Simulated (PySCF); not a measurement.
System: rock-salt KI. Method: Hartree–Fock (GTH pseudopotentials, Gaussian basis; PySCF).

The same calculation (at the measured cell, 44.090 Å³/atom) with different numerical settings; throughout: k mesh 2×2×2:

```json
[
 {"run": "1", "basis": "DZ", "gap on the mesh (eV)": "11.181", "total energy (eV/atom)": "-536.6180"},
 {"run": "2", "basis": "TZ", "gap on the mesh (eV)": "11.269", "total energy (eV/atom)": "-536.6960"},
 {"run": "3", "basis": "QZ", "gap on the mesh (eV)": "11.252", "total energy (eV/atom)": "-536.7113"}
]
```

In the column total energy (eV/atom) the first row differs from the last by +0.0933 and the next to last by +0.0153.

The last row is no converged limit: other settings stay fixed.

Spin–orbit coupling is not included.
